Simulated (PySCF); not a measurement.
First SCF of a structure search on singlet S₃, at a hand-made linear geometry. PySCF input:

```python
from pyscf import gto, scf, dft
mol = gto.M(atom='''
S      0.000000     0.000000     0.000000
S      0.000000     0.000000     1.880000
S      0.000000     0.000000    -1.880000''',
    basis={'S': 'def2-TZVP'},
    charge=0, spin=0)
mf = dft.RKS(mol, xc='PBE')
mf.grids.atom_grid = (50, 194)
aux = {'S': 'def2-universal-JKFIT'}
mf = mf.density_fit(auxbasis=aux)
mf.conv_tol = 1e-08
mf.diis_space = 10
mf.max_cycle = 60
mf.init_guess = 'minao'
mf.verbose = 4
mf.kernel()
```

Excerpt of the output (cycles and frontier levels); where DIIS stalls, ADIIS, DIIS with a small level shift and a second-order solver take over in turn:

```
init E= -1194.59506239114
  HOMO = -0.186875921036363  LUMO = -0.184416422003591  gap/eV = 0.06693
cycle= 1 E= -1193.97616755551  delta_E= 0.619  |g|= 0.269  |ddm|= 3.32
cycle= 2 E= -1193.94913115722  delta_E= 0.027  |g|= 0.413  |ddm|=  3.8
  HOMO = -0.168171988616118  LUMO = -0.15982303796272  gap/eV = 0.22719
cycle= 3 E= -1193.98163513197  delta_E= -0.0325  |g|= 0.174  |ddm|=  2.3
  HOMO = -0.169993350232924  LUMO = -0.165958975661501  gap/eV = 0.10978
cycle= 4 E= -1193.98470655959  delta_E= -0.00307  |g|= 0.137  |ddm|= 2.28
  HOMO = -0.16985911782248  LUMO = -0.167191150930692  gap/eV = 0.07260
cycle= 5 E= -1193.98519957594  delta_E= -0.000493  |g|= 0.158  |ddm|= 3.81
cycle= 6 E= -1193.98833093077  delta_E= -0.00313  |g|= 0.12  |ddm|= 0.0837
  HOMO = -0.166185242170324  LUMO = -0.165128749185943  gap/eV = 0.02875
cycle= 7 E= -1193.98650164542  delta_E= 0.00183  |g|= 0.11  |ddm|= 3.86
cycle= 8 E= -1193.98647264454  delta_E= 2.9e-05  |g|= 0.108  |ddm|= 2.28
... 54 lines left out ...
  HOMO = -0.16742984044276  LUMO = -0.165935847847519  gap/eV = 0.04065
cycle= 53 E= -1193.98555632716  delta_E= -0.00429  |g|= 0.118  |ddm|= 1.82
cycle= 54 E= -1193.98645097986  delta_E= -0.000895  |g|= 0.138  |ddm|= 3.81
cycle= 55 E= -1193.98400951534  delta_E= 0.00244  |g|= 0.153  |ddm|= 1.25
cycle= 56 E= -1193.98741028707  delta_E= -0.0034  |g|= 0.129  |ddm|= 1.14
cycle= 57 E= -1193.98589907054  delta_E= 0.00151  |g|= 0.14  |ddm|= 0.28
cycle= 58 E= -1193.96986182087  delta_E= 0.016  |g|= 0.218  |ddm|= 2.53
cycle= 59 E= -1193.9779955671  delta_E= -0.00813  |g|= 0.185  |ddm|= 1.59
cycle= 60 E= -1193.98758696449  delta_E= -0.00959  |g|= 0.127  |ddm|=  1.2
SCF not converged.
init E= -1194.59506239114
  HOMO = -0.18687592103638  LUMO = -0.184416422003578  gap/eV = 0.06693
cycle= 1 E= -1193.97616755551  delta_E= 0.619  |g|= 0.269  |ddm|= 3.32
cycle= 2 E= -1193.94913098481  delta_E= 0.027  |g|= 0.413  |ddm|=  3.8
  HOMO = -0.167864525822091  LUMO = -0.159663706161635  gap/eV = 0.22316
cycle= 3 E= -1193.98156438514  delta_E= -0.0324  |g|= 0.175  |ddm|=  2.3
  HOMO = -0.170052684889556  LUMO = -0.165870968455401  gap/eV = 0.11379
cycle= 4 E= -1193.98466667574  delta_E= -0.0031  |g|= 0.138  |ddm|= 2.28
  HOMO = -0.167893516636909  LUMO = -0.16648201879486  gap/eV = 0.03841
cycle= 5 E= -1193.9866084633  delta_E= -0.00194  |g|= 0.141  |ddm|= 3.81
cycle= 6 E= -1193.98653639225  delta_E= 7.21e-05  |g|= 0.149  |ddm|= 0.113
cycle= 7 E= -1193.98697429504  delta_E= -0.000438  |g|= 0.0997  |ddm|= 3.87
cycle= 8 E= -1193.98687840322  delta_E= 9.59e-05  |g|= 0.102  |ddm|= 2.28
cycle= 9 E= -1193.98822533451  delta_E= -0.00135  |g|= 0.122  |ddm|= 3.85
cycle= 10 E= -1193.98686525633  delta_E= 0.00136  |g|= 0.103  |ddm|= 3.84
cycle= 11 E= -1193.98690099889  delta_E= -3.57e-05  |g|= 0.102  |ddm|= 2.26
cycle= 12 E= -1193.97199273487  delta_E= 0.0149  |g|= 0.209  |ddm|= 2.91
cycle= 13 E= -1193.98544599894  delta_E= -0.0135  |g|= 0.115  |ddm|= 3.13
cycle= 14 E= -1193.97065518521  delta_E= 0.0148  |g|= 0.215  |ddm|= 2.41
cycle= 15 E= -1193.9864297118  delta_E= -0.0158  |g|= 0.106  |ddm|= 3.04
  HOMO = -0.168515046944882  LUMO = -0.166098976869703  gap/eV = 0.06574
cycle= 16 E= -1193.96707695065  delta_E= 0.0194  |g|= 0.242  |ddm|= 2.94
  HOMO = -0.168796539770859  LUMO = -0.162555779424397  gap/eV = 0.16982
cycle= 17 E= -1193.98211259964  delta_E= -0.015  |g|= 0.163  |ddm|= 2.99
cycle= 18 E= -1193.97427403948  delta_E= 0.00784  |g|= 0.191  |ddm|= 1.34
  HOMO = -0.173433706557853  LUMO = -0.166506974918146  gap/eV = 0.18849
cycle= 19 E= -1193.96033007293  delta_E= 0.0139  |g|= 0.288  |ddm|= 3.06
cycle= 20 E= -1193.97887269208  delta_E= -0.0185  |g|= 0.165  |ddm|= 1.75
SCF not converged.
init E= -1193.97887269208
  HOMO = -0.148553743819008  LUMO = -0.0825501554687814  gap/eV = 1.79605
cycle= 1 E= -1193.98215858797  delta_E= -0.00329  |g|= 0.146  |ddm|= 0.438
  HOMO = -0.160618723984932  LUMO = -0.0763138848354287  gap/eV = 2.29405
cycle= 2 E= -1193.98250808822  delta_E= -0.00035  |g|= 0.134  |ddm|= 0.219
  HOMO = -0.155797320494624  LUMO = -0.0757062764658037  gap/eV = 2.17939
cycle= 3 E= -1193.98773994887  delta_E= -0.00523  |g|= 0.0153  |ddm|= 0.119
  HOMO = -0.156167187673226  LUMO = -0.0759656982144808  gap/eV = 2.18239
cycle= 4 E= -1193.98820243567  delta_E= -0.000462  |g|= 0.0148  |ddm|= 0.132
  HOMO = -0.156829970964605  LUMO = -0.076300848595894  gap/eV = 2.19131
cycle= 5 E= -1193.98851822373  delta_E= -0.000316  |g|= 0.0218  |ddm|= 0.135
  HOMO = -0.157173788218994  LUMO = -0.0763126632093141  gap/eV = 2.20034
cycle= 6 E= -1193.98872623698  delta_E= -0.000208  |g|= 0.0316  |ddm|= 0.144
  HOMO = -0.15746936831291  LUMO = -0.0762345489686863  gap/eV = 2.21051
... 39 lines left out ...
  HOMO = -0.161307914362776  LUMO = -0.0761186937651177  gap/eV = 2.31812
cycle= 27 E= -1193.97523218982  delta_E= 0.00124  |g|= 0.171  |ddm|= 0.256
  HOMO = -0.159597925345608  LUMO = -0.0756887196474889  gap/eV = 2.28329
cycle= 28 E= -1193.97714031936  delta_E= -0.00191  |g|= 0.149  |ddm|= 0.259
  HOMO = -0.164353411282846  LUMO = -0.0770741565214907  gap/eV = 2.37499
cycle= 29 E= -1193.97407856294  delta_E= 0.00306  |g|= 0.191  |ddm|= 0.314
  HOMO = -0.159513621735048  LUMO = -0.0749729359702451  gap/eV = 2.30047
cycle= 30 E= -1193.97917797473  delta_E= -0.0051  |g|= 0.14  |ddm|= 0.311
SCF not converged.
  HOMO = -0.173460713277489  LUMO = -0.162954163496856  gap/eV = 0.28590
macro= 0  E= -1193.98312980265  delta_E= -0.00395183  |g|= 0.0109175  3 KF 12 JK
macro= 1  E= -1193.98309830608  delta_E= 3.14966e-05  |g|= 0.00169936  2 KF 10 JK
macro= 2  E= -1193.98309830845  delta_E= -2.36969e-09  |g|= 8.1907e-05  1 KF 4 JK
macro X = 3  E=-1193.98309830845  |g|= 8.1907e-05  total 7 KF 30 JK
converged SCF energy = -1193.98309830845
```

No lower solution of this spin was found by a stability analysis within the restricted form, which does not test spin polarisation.

The search for the lowest solution, with the stability check, took 15 s on 2 threads of a shared Arm Neoverse V2 host, with 111 basis functions; the process peaked at 0.29 GiB.
